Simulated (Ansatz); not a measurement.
Steps of a relaxation of `C=C=C=CF` with RKS PBE-D4/def2-SVP.

```sh
$ ansatz run in.yaml --threads 2 --pin off --events-out ev --progress --plain --max-ram 4352MiB
```

```yaml
crystal:
  periodic: [false, false, false]
  atoms:
    - {symbol: C, position_ang: [0.003400, 1.875000, 0.071300]}
    - {symbol: C, position_ang: [-0.044600, 0.619600, 0.027700]}
    - {symbol: C, position_ang: [-0.067500, -0.576000, -0.015100]}
    - {symbol: C, position_ang: [0.045000, -1.859800, -0.036500]}
    - {symbol: F, position_ang: [0.976000, -2.575600, -0.612800]}
    - {symbol: H, position_ang: [-0.864500, 2.475800, 0.518100]}
    - {symbol: H, position_ang: [0.798900, 2.486500, -0.370900]}
    - {symbol: H, position_ang: [-0.754500, -2.502600, 0.362500]}
basis:
  gaussian: {orbitals: def2-SVP}
hamiltonian: {xc: pbe, dispersion: d4}
relax: {f_tol: 0.03, max_steps: 200}
```

Positions (Å) and forces (eV/Å) along the path, 11 of 11 steps:

```xyz
8
step=1 energy=-6897.0533 eV
C     0.003    1.875    0.071   -1.264    5.990    0.686
C    -0.045    0.620    0.028    0.100    3.041    0.025
C    -0.068   -0.576   -0.015    0.462   -5.398   -0.355
C     0.045   -1.860   -0.036   -1.789   -2.339    0.565
F     0.976   -2.576   -0.613    1.433   -0.503   -0.691
H    -0.865    2.476    0.518    0.949   -0.591   -0.354
H     0.799    2.486   -0.371    0.235   -0.002   -0.088
H    -0.754   -2.503    0.362   -0.126   -0.198    0.212
8
step=2 energy=-6897.4910 eV
C    -0.022    1.964    0.045   -0.505    1.310    0.698
C    -0.077    0.654   -0.031   -0.007   -0.253   -0.343
C    -0.120   -0.616   -0.112    0.340   -0.087   -0.406
C    -0.054   -1.936   -0.186    0.048   -1.520    2.134
F     1.066   -2.640   -0.513   -0.449    0.503   -0.519
H    -0.809    2.544    0.599    0.313   -0.337   -0.398
H     0.822    2.569   -0.329    0.067   -0.172   -0.085
H    -0.715   -2.596    0.472    0.194    0.555   -1.082
8
step=3 energy=-6897.5832 eV
C    -0.039    1.993    0.014   -0.175    0.556    0.589
C    -0.062    0.669   -0.013    0.062   -0.367   -0.105
C    -0.076   -0.616   -0.031    0.406   -0.065   -0.058
C     0.011   -1.943   -0.025    0.020   -1.466   -0.435
F     1.011   -2.666   -0.696   -1.193    1.118    1.060
H    -0.870    2.572    0.487    0.308   -0.272   -0.174
H     0.863    2.582   -0.255   -0.230   -0.204   -0.290
H    -0.746   -2.647    0.464    0.803    0.700   -0.588
8
step=4 energy=-6897.7090 eV
C    -0.027    1.987    0.056    0.150    0.206   -0.018
C    -0.022    0.661    0.006   -0.067   -0.095   -0.014
C    -0.041   -0.619   -0.028   -0.019    0.031    0.038
C    -0.012   -1.948   -0.047    0.102    0.017    0.033
F     1.041   -2.623   -0.542   -0.043   -0.115   -0.151
H    -0.816    2.526    0.612    0.019    0.004   -0.201
H     0.775    2.582   -0.434   -0.175   -0.138    0.235
H    -0.806   -2.623    0.322    0.032    0.089    0.077
8
step=5 energy=-6897.6905 eV rejected
C    -0.024    1.987    0.076   -0.357   -0.053    0.012
C     0.018    0.660    0.001   -0.088    0.053    0.074
C     0.023   -0.619   -0.041    0.233   -0.035   -0.022
C     0.018   -1.949   -0.047   -0.194   -0.097   -0.076
F     0.937   -2.703   -0.689   -0.097    0.190    0.320
H    -0.931    2.509    0.450    0.311   -0.131    0.118
H     0.812    2.607   -0.275    0.074    0.101   -0.190
H    -0.760   -2.549    0.470    0.118   -0.027   -0.236
8
step=6 energy=-6897.7330 eV
C    -0.028    1.989    0.066   -0.020   -0.098   -0.023
C     0.010    0.662    0.006   -0.111    0.112    0.046
C     0.012   -0.617   -0.033    0.053    0.067    0.020
C     0.002   -1.944   -0.047    0.028   -0.235   -0.044
F     0.985   -2.680   -0.602   -0.011    0.059    0.005
H    -0.873    2.513    0.545    0.044   -0.024   -0.017
H     0.777    2.603   -0.370    0.025    0.026    0.002
H    -0.793   -2.583    0.379   -0.009    0.092    0.011
8
step=7 energy=-6897.7338 eV
C    -0.031    1.988    0.066   -0.008   -0.110   -0.015
C     0.003    0.660    0.010   -0.110    0.168    0.053
C     0.010   -0.618   -0.028    0.057    0.018   -0.001
C     0.004   -1.945   -0.048    0.031   -0.201   -0.034
F     0.990   -2.676   -0.605   -0.051    0.065    0.025
H    -0.870    2.523    0.544    0.037   -0.042   -0.020
H     0.780    2.593   -0.372    0.030    0.040   -0.005
H    -0.793   -2.582    0.378    0.014    0.061   -0.003
8
step=8 energy=-6897.7346 eV
C    -0.035    1.987    0.067   -0.071   -0.041    0.014
C    -0.018    0.659    0.019    0.046    0.186    0.007
C     0.023   -0.617   -0.032   -0.045   -0.083    0.017
C     0.008   -1.945   -0.050    0.048   -0.154   -0.037
F     0.989   -2.680   -0.609   -0.037    0.040    0.024
H    -0.868    2.534    0.540    0.021   -0.021   -0.007
H     0.783    2.581   -0.370    0.028    0.021   -0.013
H    -0.791   -2.576    0.379    0.009    0.053   -0.004
8
step=9 energy=-6897.7349 eV
C    -0.033    1.987    0.065   -0.013   -0.007    0.002
C     0.007    0.661    0.009   -0.011    0.016    0.002
C     0.039   -0.617   -0.042   -0.025   -0.007    0.027
C     0.009   -1.945   -0.051    0.030   -0.035   -0.019
F     0.979   -2.696   -0.602   -0.013    0.000    0.005
H    -0.879    2.507    0.546    0.020    0.010   -0.010
H     0.773    2.603   -0.366    0.003    0.009    0.001
H    -0.802   -2.556    0.385    0.011    0.014   -0.008
8
step=10 energy=-6897.7353 eV
C    -0.035    1.987    0.065    0.003   -0.028    0.002
C    -0.009    0.660    0.018    0.005    0.009    0.000
C     0.022   -0.619   -0.030    0.010    0.020   -0.005
C     0.010   -1.948   -0.052   -0.062    0.031    0.035
F     0.987   -2.682   -0.608    0.055   -0.028   -0.031
H    -0.870    2.527    0.541   -0.008   -0.002    0.002
H     0.781    2.588   -0.370    0.004    0.003   -0.006
H    -0.793   -2.571    0.380   -0.007   -0.005    0.002
8
step=11 energy=-6897.7354 eV
C    -0.034    1.987    0.065    0.002    0.000    0.000
C    -0.006    0.660    0.017    0.000    0.000    0.000
C     0.024   -0.618   -0.030    0.000   -0.003    0.001
C     0.008   -1.947   -0.051    0.004    0.004    0.000
F     0.987   -2.683   -0.607   -0.002    0.001   -0.002
H    -0.871    2.524    0.542   -0.002    0.000   -0.003
H     0.779    2.590   -0.371    0.000    0.000    0.002
H    -0.796   -2.570    0.379   -0.002   -0.001    0.002
```

It took 11 s on 2 threads of an Arm Neoverse V2 on a shared host, with 0.11 GiB of host memory at the peak.
